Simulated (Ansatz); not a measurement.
# BH7N2: the cost of one run

Method: RKS PBE0-D4/def2-SVP, in Ansatz 0.2.0.

### Step 1. The system as given

Bond lengths: N2–H3 1.060 Å, N2–H4 1.060 Å, B1–N5 1.550 Å, N5–H6 1.060 Å, N5–H7 1.060 Å, B1–H8 1.190 Å. Angles: H3–N2–H4 120.0°, B1–N5–H6 120.0°, B1–N5–H7 120.0°, H6–N5–H7 120.0°, N5–B1–H8 120.0°.

As a file:

```xyz
10

B     0.0000    0.0000    0.0000
N     0.0000    0.0000    1.9000
H    -0.8770   -0.2713    2.4300
H     0.8770    0.2713    2.4300
N     1.3423    0.0000   -0.7750
H     1.8089   -0.9179   -1.0268
H     1.7937    0.9179   -1.0532
H    -1.0305    0.0000   -0.5950
H    -0.1864    1.4017    0.4698
H    -0.1534    1.1538    1.3606
```

### Step 2. Pulling towards end A

Springs on the bonds that form and break draw the guess towards this end; the thresholds are loose.

File input.yaml:

```yaml
crystal:
  periodic: [false, false, false]
  atoms:
    - { symbol: B, position_ang: [0.0, 0.0, 0.0] }
    - { symbol: "N", position_ang: [0.0, 0.0, 1.9] }
    - { symbol: H, position_ang: [-0.877, -0.2713, 2.43] }
    - { symbol: H, position_ang: [0.877, 0.2713, 2.43] }
    - { symbol: "N", position_ang: [1.3423, 0.0, -0.775] }
    - { symbol: H, position_ang: [1.8089, -0.9179, -1.0268] }
    - { symbol: H, position_ang: [1.7937, 0.9179, -1.0532] }
    - { symbol: H, position_ang: [-1.0305, 0.0, -0.595] }
    - { symbol: H, position_ang: [-0.1864, 1.4017, 0.4698] }
    - { symbol: H, position_ang: [-0.1534, 1.1538, 1.3606] }
basis:
  gaussian: { orbitals: def2-SVP }
hamiltonian:
  xc: pbe0
  dispersion: d4
relax:
  f_tol: 0.15
  max_steps: 25
  restrain:
    - { distance: [0, 8], at: 2.39, k: 30.0 }
    - { distance: [9, 1], at: 2.26, k: 30.0 }
    - { distance: [0, 1], at: 1.55, k: 30.0 }
    - { distance: [9, 8], at: 0.66, k: 30.0 }
output:
  orbitals: {}
```

Command:

```bash
$ ansatz run input.yaml --threads 2 --pin off --max-ram 3072MiB --backend cpu --events-out ev --progress --plain --runs-dir out
```

What time and memory should one allow on 2 threads of Intel Xeon Platinum 8175M at 2.50GHz (Skylake/Cascade Lake), shared host?

About 22 s, with a peak of 0.16 GiB.
